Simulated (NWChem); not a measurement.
# Correlation energy of CHO

SMILES: [CH]=O
```xyz
3

C      0.4923    -0.3167     0.0000
O     -0.5553     0.2092     0.0000
H      1.4891     0.2260     0.0000
```
Charge 0, spin multiplicity 2.

All runs are NWChem calculations. Structure: optimised with UPBE0/def2-SVP, a minimum by its harmonic frequencies.

Basis set: def2-SVP. Each correlation energy counts from its own Hartree-Fock reference.

```tsv
method	correlation energy (mHa)
UMP2	-294.6
SCS-UMP2	-286.1
CCSD on UHF	-305.7
CCSD[T] on UHF	-317.7
CCSD(T) on UHF	-316.0
CCSD on ROHF	-310.3
CCSD[T] on ROHF	-323.2
CCSD(T) on ROHF	-321.3
CCSDT on ROHF	-321.6
```

The values span 37.0 mHa, from CCSD[T] on ROHF (lowest) to SCS-UMP2 (highest). 

The correlated methods keep 2 core orbitals frozen. The structure started from a generated list of species. The unpaired electrons of the parent sit in orbitals of symmetry a' (Cs labels of the run); other states weren't searched. The stability of the SCF solutions was not checked. Open-shell Hartree-Fock references start from PBE0 orbitals. No row is a measurement; the coupled-cluster row has its own basis-set and correlation limits.
